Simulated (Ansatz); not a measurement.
**Worked example: correlation energy of Ge–AsH2, sextet**

Geometry: that of the Ge–AsH2, quartet, kept fixed. The doublet lies 7.5 eV lower here.

```xyz
4

Ge    0.0238    0.0000    1.3085
As   -0.0491    0.0000   -1.2267
H     0.9651    1.0935   -1.5596
H     0.9651   -1.0935   -1.5596
```

Basis cc-pVDZ; Ansatz 0.2.0. Correlated methods freeze the noble-gas cores and the filled d shells of p-block atoms, which leaves 11 electrons in 36 orbitals. R marks a restricted (for open shells ROHF) determinant. No spin–orbit coupling is included, and no scalar relativity.

Full CI isn't at hand for all of this; RCCSDTQ serves as the reference, and is uncertain by about the last step of the cluster series.

Runs differ by some tens of microhartree through their thresholds and, for an open shell, their frozen cores, so steps under 0.03 kcal/mol mean nothing.

```tsv
level	total energy (hartree)
RHF	-4310.401367
RMP2	-4310.536780
RCCSD	-4310.568878
RCCSD(T)	-4310.573696
RCCSDT	-4310.574971
RCCSDT(Q)	-4310.575253
RCCSDTQ	-4310.575293
```

**Question.** What is the correlation energy at RCCSDTQ, and what share of it do RMP2 and RCCSDT recover?

**Answer.** E(corr) = -4310.575293 − (-4310.401367) = -0.173926 hartree = -4.733 eV. RMP2: -0.135413 / -0.173926 = 77.86 %. RCCSDT: -0.173604 / -0.173926 = 99.81 %.

**Question.** By how many kcal/mol does RCCSD(T) miss RCCSDTQ (1 hartree = 627.509 kcal/mol), and which steps make up the rest?

**Answer.** -4310.573696 − (-4310.575293) = 0.001597 hartree = 1.00 kcal/mol. Steps: RCCSDT − RCCSD(T) = -0.80, RCCSDT(Q) − RCCSDT = -0.18, RCCSDTQ − RCCSDT(Q) = -0.03 kcal/mol. Differences between like states or geometries often cancel part of this.
